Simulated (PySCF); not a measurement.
**The electron affinity along group 14**

All values are computed (PySCF 2.14, energy differences of UHF-based or UKS calculations, no spin-orbit coupling). Values in eV. The last column holds reference values (measured affinities from photodetachment; the arrow runs from anion to atom). Unmarked ones compare directly (S terms, centres of terms, or small fine structure); those marked * lie between the lowest fine-structure levels and include a spin-orbit shift.

```tsv
element	configurations	MP2 (valence and next inner shell)	SCS-MP2 (valence and next inner shell)	SCS-MP2 (valence)	CCSD (valence)	CCSD(T) (valence)	PBE	reference
C (aug-cc-pwCVTZ, non-relativistic)	[He] 2s2 2p3 → [He] 2s2 2p2	1.271	0.976	0.973	1.147	1.219	1.578	1.262
Si (aug-cc-pwCVTZ, non-relativistic)	[Ne] 3s2 3p3 → [Ne] 3s2 3p2	1.381	1.202	1.208	1.327	1.387	1.490	1.390 *
Sn (aug-cc-pwCVTZ-PP with ECP28MDF, ECP)	[Kr] 4d10 5s2 5p3 → [Kr] 4d10 5s2 5p2	1.401	1.236	1.215	1.341	1.385	1.411	1.112 *
Pb (aug-cc-pwCVTZ-PP with ECP60MDF, ECP)	[Xe] 4f14 5d10 6s2 6p3 → [Xe] 4f14 5d10 6s2 6p2	1.302	1.122	1.076	1.226	1.260	1.314	0.357 *
```

Q: Fill in the row of Ge (aug-cc-pwCVTZ-PP with ECP10MDF, ECP) ([Ar] 3d10 4s2 4p3 → [Ar] 3d10 4s2 4p2).

A: MP2 (valence and next inner shell) 1.322; SCS-MP2 (valence and next inner shell) 1.142; SCS-MP2 (valence) 1.132; CCSD (valence) 1.272; CCSD(T) (valence) 1.321; PBE 1.397; reference 1.233 * (eV).

The highest occupied level of the anion is positive for C⁻ at PBE; Si⁻ at PBE; Ge⁻ at PBE; Sn⁻ at PBE; Pb⁻ at PBE, so there the basis helps to hold the electron.

For Pb a determinant mixes LS terms or the coupling is close to jj, so these rows are model values.

"Valence" correlates the outer s and p shells and, in groups 3 to 12 and the f block, the outer d or f shell, open or full, or the next shell where the ion has no valence electron left; the wider scheme adds the next inner shell.
